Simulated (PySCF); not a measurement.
## PF under electron impact: the energy ladder

r²SCAN in PySCF with def2-TZVPPD on every atom, for the lowest determinant that a PBE0 search found; no spin–orbit coupling.

```tsv
species	state (unpaired electrons)	Re (Å)	ωe (cm⁻¹)	energy of the minimum from the neutral (eV)	De (eV)	dissociates to
PF	triplet (π ↑↑)	1.600	841	0.00	4.82	P + F
PF⁺	doublet (π ↑)	1.515	1034	9.76	5.69	P⁺ + F
PF⁻	doublet (π ↑)	1.709	633	-0.46	1.96	P + F⁻
```

Question: Work out the lowest energy to break PF into atoms, from its vibrational ground state.

Answer: D0 = De − ωe/2 = 4.82 − 0.05 = 4.77 eV (r²SCAN/def2-TZVPPD).

Question: Work out the ionisation energy of the P atom at this level and the threshold of dissociative ionisation.

Answer: IE(P) = 9.76 + 5.69 − 4.82 = 10.63 eV, so P⁺ + F + e⁻ appears at D0 + IE(P) = 15.40 eV (r²SCAN/def2-TZVPPD). The measured IE(P) is 10.487 eV (NIST ASD).

Question: Work out the electron affinity of the F atom and the threshold of dissociative attachment.

Answer: EA(F) = 4.82 − 1.96 − (-0.46) = 3.32 eV, so P + F⁻ needs D0 − EA(F) = 1.45 eV (r²SCAN/def2-TZVPPD). The measured EA(F) is 3.401 eV.

Question: At which energy does ion-pair formation open?

Answer: P⁺ + F⁻ lies at D0 + IE(P) − EA(F) = 12.08 eV (r²SCAN/def2-TZVPPD).

These are thermodynamic thresholds; the onsets seen under electron impact lie higher where the geometry changes, and cross-sections peak well above them.

For an ion De counts to the pair picked by the measured ionisation energies or electron affinities, which need not be the lowest pair at this level. The highest Kohn–Sham level is positive in this anion. Much of that is self-interaction error, but it also means that the finite basis helps to hold the extra electron. States were picked by a PBE0 search and need not be the measured ground states.
